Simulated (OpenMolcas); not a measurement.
**C2H8Si (SMILES C[SiH2]C) at 6 levels**

Wanted: a comparison of 6 runs (HF/STO-3G, BHLYP/def2-SVP, M06-L/def2-SVP, TPSS/def2-SVP, r2SCAN/def2-SVP, revPBE/def2-SVP) of C2H8Si. 

The calculation is run with OpenMolcas 26.06.

## Step 1: The system as given

The species is C2H8Si (11 atoms), meant as a singlet with charge 0. SMILES: `C[SiH2]C`. The C1–H6 distance was set to 1.967 Å, away from the relaxed value. At this shape a bond of the SMILES string is far longer than usual.

Bond lengths: C1–Si2 1.872 Å, Si2–C3 1.872 Å, C1–H4 1.092 Å, C1–H5 1.093 Å, Si2–H7 1.491 Å, Si2–H8 1.491 Å, C3–H9 1.093 Å, C3–H10 1.092 Å, C3–H11 1.093 Å. Some angles: C1–Si2–C3 111.5°, C1–Si2–H7 109.5°, C1–Si2–H8 109.5°, C3–Si2–H7 109.5°, C3–Si2–H8 109.5°, Si2–C1–H4 111.0°, Si2–C1–H5 110.9°, Si2–C3–H9 110.9°, Si2–C3–H10 111.0°, Si2–C3–H11 110.9°.

## Step 2: The energy at HF/STO-3G (run 1)

The input, test.inp:

```
>>> EXPORT MOLCAS_PRINT=2

&GATEWAY
 BasLib=$CurrDir
 Coord
 11
 angstrom
 C       -0.926435       0.425019      -1.335867
 Si      -0.185435      -1.195381      -0.762267
 C        1.470365      -0.934481       0.071033
 H       -1.892035       0.264719      -1.820767
 H       -0.267935       0.922419      -2.052467
 H       -1.204900       1.644900       0.182100
 H       -0.016135      -2.106381      -1.930767
 H       -1.121335      -1.861481       0.188633
 H        2.181965      -0.466981      -0.614267
 H        1.896365      -1.884181       0.402733
 H        1.368565      -0.286981       0.945633
 Basis=STO-3G
 Group=NoSym

&SEWARD

&SCF
 Thresholds=1e-10 1e-07 1e-07 1e-05
 PrOrbitals=1 2
```

The basis set STO-3G is read from a file made from the Basis Set Exchange's data (not shown).

Started as:

```sh
$ export MOLCAS_MEM=1860
$ pymolcas test.inp > test.log
```

What it wrote:

```text
--- Start Module: gateway ---
[...]
--- Stop Module: gateway /rc=_RC_ALL_IS_WELL_ ---
--- Start Module: seward ---
[...]
      Basis functions           27
--- Stop Module: seward /rc=_RC_ALL_IS_WELL_ ---
--- Start Module: scf ---
[...]
       Convergence after  11 Iterations
[...]
::    Total SCF energy                               -364.8790615466
[...]
      Total spin, S                                     0.0000000000
[...]
      Total electronic charge=   34.000000
      Total            charge=   -0.000000
[...]
      Dipole Moment (debye):
      Origin of the operator (angstrom)=    0.0382   -0.7222   -0.6869
                   X=  2.1636E-01               Y= -3.9292E-01               Z= -5.3864E-01           Total=  7.0095E-01
      Quadrupole Moment (debye*angstrom):
[...]
--- Stop Module: scf /rc=_RC_ALL_IS_WELL_ ---
[...]
```

Run time: 1.4 s. Hardware: 1 thread of Arm Neoverse V2, shared host; peak memory 0.37 GiB.

## Step 3: The energy at BHLYP/def2-SVP (run 2)

The input, mol.inp:

```
* C2H8Si Kohn-Sham DFT

&GATEWAY
 BasLib=$CurrDir
 Coord
 11
 angstrom
 C       -0.926435       0.425019      -1.335867
 Si      -0.185435      -1.195381      -0.762267
 C        1.470365      -0.934481       0.071033
 H       -1.892035       0.264719      -1.820767
 H       -0.267935       0.922419      -2.052467
 H       -1.204900       1.644900       0.182100
 H       -0.016135      -2.106381      -1.930767
 H       -1.121335      -1.861481       0.188633
 H        2.181965      -0.466981      -0.614267
 H        1.896365      -1.884181       0.402733
 H        1.368565      -0.286981       0.945633
 Basis=def2-SVP
 Group=NoSym

&SEWARD
 GridInput
 Grid=UltraFine
 End of Grid

&SCF
 KSDFT=HYB_GGA_XC_BHANDHLYP
 Thresholds=1e-10 1e-07 1e-07 1e-05
 PrOrbitals=1 2
```

The basis set def2-SVP is read from a file made from the Basis Set Exchange's data (not shown).

Started as:

```sh
$ export MOLCAS_MEM=1860
$ pymolcas mol.inp > mol.log
```

What it wrote:

```text
--- Start Module: gateway ---
[...]
--- Stop Module: gateway /rc=_RC_ALL_IS_WELL_ ---
--- Start Module: seward ---
[...]
      Basis functions           86
--- Stop Module: seward /rc=_RC_ALL_IS_WELL_ ---
[...]
--- Start Module: scf ---
[...]
       Convergence after  12 Iterations
[...]
::    Total KS-DFT energy                            -370.1914684885
[...]
      Total spin, S                                     0.0000000000
[...]
      Total electronic charge=   34.000000
      Total            charge=   -0.000000
[...]
      Dipole Moment (debye):
      Origin of the operator (angstrom)=    0.0382   -0.7222   -0.6869
                   X=  5.4660E-01               Y= -1.0467E-01               Z= -6.1392E-01           Total=  8.2863E-01
      Quadrupole Moment (debye*angstrom):
[...]
--- Stop Module: scf /rc=_RC_ALL_IS_WELL_ ---
[...]
```

It took 25 s on 1 thread of Arm Neoverse V2, shared host; peak memory 0.47 GiB.

Runs 3 to 4 aren't shown in full; the table further down has their settings and results.

## Step 4: The energy at r2SCAN/def2-SVP (run 5)

The input, mol.inp:

```
>>> EXPORT MOLCAS_PRINT=2
&GATEWAY
BASLIB=$CurrDir
COORD
11
angstrom
C       -0.926435       0.425019      -1.335867
Si      -0.185435      -1.195381      -0.762267
C        1.470365      -0.934481       0.071033
H       -1.892035       0.264719      -1.820767
H       -0.267935       0.922419      -2.052467
H       -1.204900       1.644900       0.182100
H       -0.016135      -2.106381      -1.930767
H       -1.121335      -1.861481       0.188633
H        2.181965      -0.466981      -0.614267
H        1.896365      -1.884181       0.402733
H        1.368565      -0.286981       0.945633
BASIS=def2-SVP
GROUP=NoSym
&SEWARD
GRIDINPUT
Grid=UltraFine
End of Grid
&SCF
KSDFT=2
1.0 MGGA_X_R2SCAN
1.0 MGGA_C_R2SCAN
THRESHOLDS=1e-10 1e-07 1e-07 1e-05
PRORBITALS=1 2
```

The basis set def2-SVP is read from a file made from the Basis Set Exchange's data (not shown).

Started as:

```sh
$ export MOLCAS_MEM=1860
$ pymolcas mol.inp > mol.log
```

What it wrote:

```text
--- Start Module: gateway ---
[...]
--- Stop Module: gateway /rc=_RC_ALL_IS_WELL_ ---
--- Start Module: seward ---
[...]
      Basis functions           86
--- Stop Module: seward /rc=_RC_ALL_IS_WELL_ ---
[...]
--- Start Module: scf ---
[...]
       Convergence after  14 Iterations
[...]
::    Total KS-DFT energy                            -370.1738935002
[...]
      Total spin, S                                     0.0000000000
[...]
      Total electronic charge=   34.000000
      Total            charge=   -0.000000
[...]
      Dipole Moment (debye):
      Origin of the operator (angstrom)=    0.0382   -0.7222   -0.6869
                   X=  5.8261E-01               Y= -5.5236E-04               Z= -5.0156E-01           Total=  7.6877E-01
      Quadrupole Moment (debye*angstrom):
[...]
--- Stop Module: scf /rc=_RC_ALL_IS_WELL_ ---
[...]
```

Run time: 41 s. Hardware: 1 thread of Arm Neoverse V2, shared host; peak memory 0.47 GiB.

## Step 5: The energy at revPBE/def2-SVP (run 6)

The input, calc.input:

```
>>> EXPORT MOLCAS_PRINT=2

&GATEWAY
  BasLib
  $CurrDir
  BasisSet
  C.def2-SVP....
  C1 -0.926435 0.425019 -1.335867 angstrom
  C3 1.470365 -0.934481 0.071033 angstrom
  End of Basis
  BasisSet
  Si.def2-SVP....
  Si2 -0.185435 -1.195381 -0.762267 angstrom
  End of Basis
  BasisSet
  H.def2-SVP....
  H4 -1.892035 0.264719 -1.820767 angstrom
  H5 -0.267935 0.922419 -2.052467 angstrom
  H6 -1.204900 1.644900 0.182100 angstrom
  H7 -0.016135 -2.106381 -1.930767 angstrom
  H8 -1.121335 -1.861481 0.188633 angstrom
  H9 2.181965 -0.466981 -0.614267 angstrom
  H10 1.896365 -1.884181 0.402733 angstrom
  H11 1.368565 -0.286981 0.945633 angstrom
  End of Basis

&SEWARD
  GridInput
  Grid=UltraFine
  End of Grid

&SCF
  KSDFT
  revPBE
  Thresholds
  1e-10 1e-07 1e-07 1e-05
  PrOrbitals
  0
```

The basis set def2-SVP is read from a file made from the Basis Set Exchange's data (not shown).

Started as:

```sh
$ export MOLCAS_MEM=1860
$ pymolcas calc.input > calc.log
```

What it wrote:

```text
--- Start Module: gateway ---
[...]
--- Stop Module: gateway /rc=_RC_ALL_IS_WELL_ ---
--- Start Module: seward ---
[...]
      Basis functions           86
--- Stop Module: seward /rc=_RC_ALL_IS_WELL_ ---
[...]
--- Start Module: scf ---
[...]
       Convergence after  15 Iterations
[...]
::    Total KS-DFT energy                            -370.1746661499
[...]
      Total spin, S                                     0.0000000000
[...]
      Total electronic charge=   34.000000
      Total            charge=   -0.000000
[...]
      Dipole Moment (debye):
      Origin of the operator (angstrom)=    0.0382   -0.7222   -0.6869
                   X=  5.8200E-01               Y=  3.6114E-03               Z= -4.8727E-01           Total=  7.5906E-01
      Quadrupole Moment (debye*angstrom):
[...]
--- Stop Module: scf /rc=_RC_ALL_IS_WELL_ ---
[...]
```

Wall time 30 s (1 thread of Arm Neoverse V2, shared host); peak memory 0.47 GiB.

## Step 6: The series

```tsv
run	level	integration grid	energy (Eh)	dipole moment (D)	HOMO energy (eV)	LUMO energy (eV)	wall time
1	HF/STO-3G	–	-364.879062	0.70	-7.76	5.93	1.4 s
2	BHLYP/def2-SVP	UltraFine	-370.191468	0.83	-8.90	-0.84	25 s
3	M06-L/def2-SVP	UltraFine	-370.243279	0.77	-7.16	-2.63	47 s
4	TPSS/def2-SVP	UltraFine	-370.307036	0.81	-7.07	-2.71	43 s
5	r2SCAN/def2-SVP	UltraFine	-370.173894	0.77	-7.18	-2.73	41 s
6	revPBE/def2-SVP	UltraFine	-370.174666	0.76	-6.89	-2.80	30 s
```

## Step 7: Outcome

```
            quantity          value
 run 6: total energy  -370.17467 Eh
run 6: dipole moment         0.76 D
  run 6: HOMO energy       -6.89 eV
  run 6: LUMO energy       -2.80 eV
run 6: HOMO–LUMO gap        4.09 eV
```

What this shows: The dipole moment (its size) runs from 0.70 D (HF/STO-3G) to 0.83 D (BHLYP/def2-SVP). The two ends differ in method and basis. The HOMO–LUMO gap runs from 4.09 eV (revPBE/def2-SVP) to 13.68 eV (HF/STO-3G). Totals of different functionals can't be ranked against each other. In run 1 the basis is minimal, so the values are rough. In runs 1, 2, 3, 4, 5, 6 a closed-shell determinant meets a far-stretched bond, which it describes badly. All runs together took 3.1 min, the longest 47 s.
